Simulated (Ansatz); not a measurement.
A run of Ansatz (development build ahead of 0.2.0) on singlet PN at this shape:

```xyz
2

P     0.0000    0.0000   -0.5115
N     0.0000    0.0000    1.0962
```

Its results:

| Item | Value |
| --- | --- |
| Converged | yes |
| Total energy | -395.14731 hartree |
| Spin squared of the determinant | 0.000 |

Task: Which input gives this output? Name the method, the orbitals and the basis set, and write the input.

Result: RHF in cc-pVTZ. An unrestricted run that stays on the closed shell gives the same numbers.

```yaml
crystal:
  periodic: [false, false, false]
  atoms:
    - { symbol: P, position_ang: [0.0, 0.0, -0.51154] }
    - { symbol: "N", position_ang: [0.0, 0.0, 1.09616] }
basis:
  gaussian: { orbitals: cc-pVTZ }
hamiltonian:
  xc: hf
```

Caution: in another basis set an unrestricted determinant lies well below.
